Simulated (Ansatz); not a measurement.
Born–Oppenheimer molecular dynamics of C₄H₇NO (13 atoms, charge 0, multiplicity 1). It starts at the highest image of a converged band. Of that band: The profile has 2 maxima (images 2, 7) with wells between them (image 4): this band takes more than one step, which may be the mechanism or a detour left from its start path. Neighbouring images differ by up to 2.4 eV, so the band resolves the path poorly. A vibrational analysis at the climbing image gives one clearly imaginary mode, 1723i cm⁻¹: a first-order saddle point.

Theory: RKS PBE-D4/6-31G (Ansatz 0.2.0).

| Property | Result |
| --- | --- |
| ensemble | NVE (velocity Verlet) |
| time step | 0.5 fs |
| steps asked | 126 |
| starting velocities drawn for | 100 K |
| seed | 3355 |

Frames 1 fs apart, positions in Å, forces in eV/Å.

Velocities at 40.0 fs (Å/ps):

```
C 2.88 14.15 2.41
C 2.93 -8.79 -5.38
N 0.51 -10.30 -0.66
C 4.10 6.69 -6.05
C -4.25 0.51 9.49
O -2.27 -11.86 -1.44
H -7.13 13.44 2.13
H 17.44 142.10 9.85
H -41.68 -31.66 11.15
H 6.95 12.66 -25.04
H -5.06 30.97 -1.12
H -0.11 7.35 9.94
H -8.88 6.81 19.55
```

```xyz
13
Properties=species:S:1:pos:R:3:forces:R:3 time_fs=40.0 energy_less_start_eV=-1.765 T=1337
C -1.395 -0.598 1.766 -0.96 -3.00 -2.15
C -0.623 -0.405 0.470 2.52 4.12 -0.22
N -0.001 -0.996 -0.496 -0.17 0.18 0.47
C 0.963 -0.023 -1.244 -0.87 -0.25 0.69
C 0.732 1.407 -0.637 -0.44 -1.19 0.61
O -0.147 1.163 0.560 -0.28 -1.06 -0.56
H -0.645 -0.964 2.501 -0.28 1.11 0.41
H -1.877 -1.655 1.527 -0.26 1.87 0.71
H -2.152 0.256 2.001 1.59 -1.58 -0.22
H 2.023 -0.324 -1.114 -0.40 -0.40 0.18
H 0.731 -0.076 -2.311 -0.13 -0.10 -0.26
H 0.231 2.091 -1.346 0.03 -0.01 0.17
H 1.718 1.792 -0.317 -0.35 0.32 0.16
13
Properties=species:S:1:pos:R:3:forces:R:3 time_fs=41.0 energy_less_start_eV=-1.784 T=1345
C -1.393 -0.585 1.767 0.06 -0.58 -1.71
C -0.619 -0.412 0.465 2.41 4.58 0.10
N 0.000 -1.006 -0.497 0.05 0.18 0.20
C 0.967 -0.017 -1.250 -0.97 -0.20 0.77
C 0.727 1.407 -0.627 -0.33 -1.14 0.51
O -0.149 1.151 0.558 -0.32 -1.04 -0.52
H -0.653 -0.945 2.505 -0.12 1.06 0.53
H -1.862 -1.508 1.540 -1.70 -1.49 0.13
H -2.186 0.217 2.011 1.76 -0.98 -0.25
H 2.029 -0.313 -1.138 -0.37 -0.44 0.23
H 0.725 -0.045 -2.313 -0.18 -0.18 -0.32
H 0.231 2.098 -1.335 0.03 -0.05 0.19
H 1.707 1.800 -0.297 -0.32 0.27 0.13
13
Properties=species:S:1:pos:R:3:forces:R:3 time_fs=42.0 energy_less_start_eV=-1.335 T=1037
C -1.390 -0.572 1.768 2.64 3.34 -0.77
C -0.613 -0.415 0.459 2.21 4.87 0.43
N 0.000 -1.017 -0.497 0.25 0.21 -0.05
C 0.970 -0.010 -1.255 -1.11 -0.15 0.72
C 0.723 1.406 -0.617 -0.20 -1.07 0.39
O -0.152 1.138 0.556 -0.39 -1.02 -0.44
H -0.663 -0.916 2.514 -0.03 0.90 0.56
H -1.865 -1.375 1.554 -4.21 -6.50 -0.98
H -2.203 0.169 2.018 1.59 0.01 -0.18
H 2.030 -0.307 -1.160 -0.29 -0.46 0.27
H 0.717 -0.017 -2.319 -0.19 -0.25 -0.24
H 0.231 2.105 -1.322 0.01 -0.09 0.20
H 1.694 1.811 -0.276 -0.27 0.20 0.11
13
Properties=species:S:1:pos:R:3:forces:R:3 time_fs=43.0 energy_less_start_eV=-1.096 T=876
C -1.385 -0.557 1.767 4.08 3.84 -0.62
C -0.606 -0.415 0.454 1.90 4.95 0.77
N 0.001 -1.027 -0.498 0.40 0.27 -0.25
C 0.972 -0.004 -1.260 -1.26 -0.12 0.56
C 0.718 1.404 -0.606 -0.05 -0.98 0.24
O -0.154 1.124 0.554 -0.46 -0.99 -0.35
H -0.672 -0.879 2.529 0.00 0.63 0.53
H -1.906 -1.303 1.558 -5.07 -8.12 -1.37
H -2.205 0.122 2.025 1.04 1.27 -0.01
H 2.029 -0.305 -1.180 -0.20 -0.46 0.29
H 0.708 0.009 -2.326 -0.16 -0.31 -0.05
H 0.232 2.111 -1.308 -0.03 -0.11 0.17
H 1.677 1.824 -0.253 -0.19 0.13 0.09
13
Properties=species:S:1:pos:R:3:forces:R:3 time_fs=44.0 energy_less_start_eV=-1.487 T=1138
C -1.377 -0.539 1.766 1.98 -0.68 -1.82
C -0.597 -0.410 0.450 1.53 4.80 1.07
N 0.002 -1.036 -0.498 0.50 0.38 -0.38
C 0.973 0.002 -1.264 -1.39 -0.13 0.37
C 0.713 1.401 -0.596 0.12 -0.86 0.08
O -0.157 1.110 0.552 -0.53 -0.95 -0.24
H -0.682 -0.836 2.548 0.02 0.31 0.45
H -1.994 -1.305 1.551 -2.09 -4.43 -0.37
H -2.197 0.086 2.030 0.27 2.42 0.17
H 2.026 -0.307 -1.196 -0.12 -0.43 0.29
H 0.697 0.033 -2.334 -0.11 -0.35 0.17
H 0.232 2.116 -1.292 -0.09 -0.12 0.13
H 1.659 1.838 -0.230 -0.11 0.05 0.07
13
Properties=species:S:1:pos:R:3:forces:R:3 time_fs=45.0 energy_less_start_eV=-1.638 T=1247
C -1.368 -0.521 1.764 -0.44 -4.33 -2.63
C -0.586 -0.402 0.446 1.18 4.43 1.28
N 0.003 -1.046 -0.499 0.53 0.56 -0.41
C 0.973 0.008 -1.268 -1.44 -0.19 0.23
C 0.708 1.398 -0.585 0.32 -0.71 -0.10
O -0.161 1.096 0.549 -0.61 -0.87 -0.12
H -0.692 -0.789 2.572 0.03 0.01 0.31
H -2.101 -1.350 1.540 1.02 -0.96 0.49
H -2.187 0.074 2.038 -0.28 2.97 0.18
H 2.021 -0.313 -1.210 -0.07 -0.36 0.28
H 0.686 0.053 -2.341 -0.05 -0.38 0.35
H 0.231 2.120 -1.274 -0.15 -0.12 0.08
H 1.641 1.852 -0.206 -0.03 -0.04 0.05
13
Properties=species:S:1:pos:R:3:forces:R:3 time_fs=46.0 energy_less_start_eV=-1.478 T=1138
C -1.359 -0.507 1.759 -1.91 -5.48 -2.48
C -0.575 -0.390 0.444 0.89 3.87 1.36
N 0.005 -1.055 -0.500 0.48 0.81 -0.33
C 0.972 0.014 -1.271 -1.40 -0.29 0.17
C 0.704 1.394 -0.574 0.53 -0.54 -0.29
O -0.165 1.081 0.547 -0.68 -0.75 0.03
H -0.701 -0.743 2.599 0.00 -0.22 0.07
H -2.200 -1.405 1.533 2.56 0.76 0.80
H -2.179 0.089 2.047 -0.23 2.74 -0.07
H 2.016 -0.323 -1.221 -0.08 -0.27 0.26
H 0.673 0.069 -2.344 -0.01 -0.39 0.43
H 0.228 2.122 -1.256 -0.21 -0.11 0.03
H 1.621 1.866 -0.181 0.04 -0.13 0.02
13
Properties=species:S:1:pos:R:3:forces:R:3 time_fs=47.0 energy_less_start_eV=-1.283 T=1002
C -1.351 -0.497 1.753 -2.92 -5.19 -1.75
C -0.563 -0.375 0.442 0.67 3.11 1.32
N 0.007 -1.064 -0.502 0.38 1.13 -0.16
C 0.969 0.020 -1.275 -1.27 -0.44 0.21
C 0.700 1.390 -0.564 0.73 -0.35 -0.49
O -0.169 1.065 0.544 -0.72 -0.55 0.17
H -0.710 -0.698 2.626 -0.07 -0.36 -0.26
H -2.275 -1.453 1.534 3.13 1.52 0.84
H -2.173 0.131 2.055 0.32 1.98 -0.49
H 2.010 -0.335 -1.230 -0.12 -0.14 0.22
H 0.661 0.081 -2.343 0.01 -0.38 0.40
H 0.224 2.124 -1.237 -0.24 -0.11 -0.01
H 1.602 1.879 -0.156 0.10 -0.22 -0.01
13
Properties=species:S:1:pos:R:3:forces:R:3 time_fs=48.0 energy_less_start_eV=-1.157 T=914
C -1.346 -0.491 1.745 -3.65 -4.40 -0.88
C -0.550 -0.358 0.442 0.46 2.15 1.21
N 0.009 -1.071 -0.503 0.24 1.50 0.08
C 0.966 0.025 -1.278 -1.08 -0.63 0.35
C 0.696 1.386 -0.554 0.90 -0.13 -0.69
O -0.173 1.049 0.541 -0.69 -0.21 0.31
H -0.720 -0.657 2.651 -0.15 -0.46 -0.60
H -2.320 -1.487 1.543 3.30 1.91 0.78
H -2.163 0.191 2.059 0.96 1.03 -0.91
H 2.003 -0.349 -1.236 -0.17 -0.01 0.18
H 0.648 0.090 -2.339 0.00 -0.35 0.27
H 0.218 2.124 -1.219 -0.25 -0.11 -0.04
H 1.584 1.890 -0.132 0.14 -0.30 -0.05
13
Properties=species:S:1:pos:R:3:forces:R:3 time_fs=49.0 energy_less_start_eV=-1.124 T=890
C -1.343 -0.489 1.736 -4.14 -3.60 -0.15
C -0.537 -0.339 0.443 0.22 0.95 1.06
N 0.011 -1.078 -0.505 0.08 1.89 0.36
C 0.962 0.030 -1.281 -0.86 -0.83 0.56
C 0.693 1.381 -0.544 1.01 0.09 -0.89
O -0.178 1.033 0.539 -0.59 0.32 0.43
H -0.731 -0.621 2.671 -0.20 -0.54 -0.89
H -2.333 -1.503 1.559 3.37 2.21 0.70
H -2.145 0.261 2.054 1.39 0.14 -1.21
H 1.995 -0.362 -1.241 -0.20 0.13 0.14
H 0.636 0.096 -2.332 -0.03 -0.30 0.05
H 0.209 2.124 -1.201 -0.23 -0.11 -0.05
H 1.568 1.898 -0.108 0.18 -0.36 -0.09
13
Properties=species:S:1:pos:R:3:forces:R:3 time_fs=50.0 energy_less_start_eV=-1.210 T=951
C -1.344 -0.490 1.728 -4.29 -2.89 0.31
C -0.524 -0.319 0.444 -0.11 -0.52 0.90
N 0.014 -1.083 -0.506 -0.07 2.28 0.64
C 0.957 0.034 -1.284 -0.67 -1.01 0.76
C 0.691 1.377 -0.536 1.06 0.30 -1.08
O -0.184 1.017 0.537 -0.37 1.11 0.53
H -0.744 -0.590 2.681 -0.18 -0.60 -1.04
H -2.315 -1.498 1.582 3.33 2.41 0.58
H -2.114 0.332 2.037 1.52 -0.57 -1.32
H 1.984 -0.375 -1.245 -0.18 0.24 0.09
H 0.624 0.098 -2.324 -0.06 -0.23 -0.18
H 0.198 2.122 -1.184 -0.18 -0.12 -0.05
H 1.553 1.902 -0.085 0.22 -0.39 -0.14
13
Properties=species:S:1:pos:R:3:forces:R:3 time_fs=51.0 energy_less_start_eV=-1.430 T=1105
C -1.349 -0.493 1.719 -4.10 -2.24 0.50
C -0.511 -0.299 0.446 -0.54 -2.27 0.78
N 0.016 -1.087 -0.506 -0.18 2.63 0.89
C 0.951 0.038 -1.286 -0.54 -1.16 0.89
C 0.690 1.372 -0.528 1.04 0.48 -1.24
O -0.189 1.002 0.535 -0.06 2.18 0.62
H -0.759 -0.564 2.682 -0.09 -0.64 -1.03
H -2.264 -1.469 1.610 3.13 2.49 0.41
H -2.068 0.398 2.008 1.38 -1.09 -1.29
H 1.972 -0.385 -1.247 -0.11 0.32 0.05
H 0.610 0.099 -2.318 -0.08 -0.17 -0.35
H 0.184 2.119 -1.167 -0.11 -0.12 -0.05
H 1.540 1.903 -0.062 0.26 -0.40 -0.18
```

Of the whole run (63 fs, mean temperature of the second half 1088 K): The conserved energy stayed within 1.4 meV per atom of its start (net change -0.1 meV per atom), so the integration is sound. The system heated up, since it started high on the potential surface and ran downhill. A run of 0.063 ps of so small a system gives no equilibrium averages. The orbitals stay closed-shell, which can raise the energy where a bond breaks towards radicals; this wasn't checked here. Limits of this set-up: no polarisation functions.

Time of the run: 6.5 min on 1 thread of Arm Neoverse V2, on a shared host, peak memory 0.13 GiB.
